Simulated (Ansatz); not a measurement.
This geometry of C₃H₆FNO (12 atoms, charge 0, multiplicity 1) is a first-order saddle point.

These are results of RKS PBE/STO-3G (Ansatz 0.2.0), not measurements.

```xyz
12
Properties=species:S:1:pos:R:3
C -1.065 -0.295 -1.048
C 0.080 -0.344 0.036
O 1.093 -1.276 -0.459
F -0.449 -0.817 1.302
C 0.684 1.066 0.448
N 0.634 1.407 1.721
H -1.318 0.751 -1.303
H -0.726 -0.820 -1.960
H -1.971 -0.797 -0.659
H 1.871 -1.119 0.212
H 1.151 1.699 -0.335
H 0.093 0.488 2.079
```

Question: Which two structures does it join? (They come from a converged band through this point; their orientation in space is the band's.)

Answer: No bond is made or broken. The dihedral H9–C1–C2–F4 goes from -70 to 51°. The two ends are copies of one structure, up to a mirror image or an exchange of like atoms.

Initial state:

```xyz
12
Properties=species:S:1:pos:R:3
C -1.116 -0.254 -0.989
C -0.007 -0.344 0.117
O 0.739 -1.578 -0.125
F -0.614 -0.382 1.434
C 0.922 0.938 0.226
N 0.972 1.562 1.388
H -1.820 0.565 -0.754
H -0.644 -0.053 -1.969
H -1.671 -1.209 -1.046
H 1.565 -1.451 0.493
H 1.518 1.249 -0.658
H 0.233 0.902 1.919
```

Final state:

```xyz
12
Properties=species:S:1:pos:R:3
C -1.042 -0.331 -1.045
C 0.105 -0.348 0.025
O 1.176 -1.187 -0.511
F -0.383 -0.904 1.273
C 0.603 1.088 0.483
N 0.527 1.382 1.767
H -0.713 0.243 -1.932
H -1.284 -1.365 -1.356
H -1.947 0.146 -0.624
H 1.958 -0.972 0.137
H 1.023 1.780 -0.276
H 0.056 0.414 2.093
```

Question: How far does it lie above each of them?

Answer: 0.055 eV above the first and 0.055 eV above the second. This is the barrier of this one path; another mechanism may lie lower. Limits of this set-up: minimal basis.

The run took 74 s on 1 thread of Arm Neoverse V2, with other jobs on the host, peak memory 0.093 GiB.
